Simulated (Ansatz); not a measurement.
Consider the formal exchange of groups at a C–Si bond: `C[SiH2]P` + CH₃OH → `CCO` + `[SiH3]P`.

Calculated with Ansatz (gas phase, PBE0-D4/def2-TZVP geometries, no zero-point term in ΔE). CCSD(T)/CBS is the MP2 limit (def2-TZVPP, def2-QZVPP) plus CCSD(T) − MP2 in def2-TZVPP, frozen cores. This one scheme is used for every species. DFT in def2-TZVPP. B3LYP here is the variant with VWN-RPA as its local correlation; programs differ in this. Each species was taken in one conformer, which may not be the lowest.

(1) Is it downhill or uphill in electronic energy at CCSD(T)/CBS, and by how much? (Best estimate.)

(2) What do these levels give: B3LYP-D4, CAM-B3LYP-D4, r2SCAN0, BHLYP, CCSD/def2-TZVPP, CCSD/CBS(def2)? (Estimate.)

Largest T1 diagnostic among the species: 0.013.

## Answers

(1) Ansatz gave: Uphill: ΔE = +30.3 kJ/mol.

(2) Ansatz gave: B3LYP-D4 30.2, CAM-B3LYP-D4 28.1, r2SCAN0 30.3, BHLYP 26.8, CCSD/def2-TZVPP 27.5, CCSD/CBS(def2) 29.8 kJ/mol.

At CCSD(T), def2-SVP lies −15.1 kJ/mol from the extrapolated value and def2-TZVPP −2.4 kJ/mol. In def2-TZVPP, CCSD(T) changes the Hartree–Fock value by +3.9 kJ/mol (the triples alone add +0.5 kJ/mol) and MP2 by +7.3 kJ/mol.
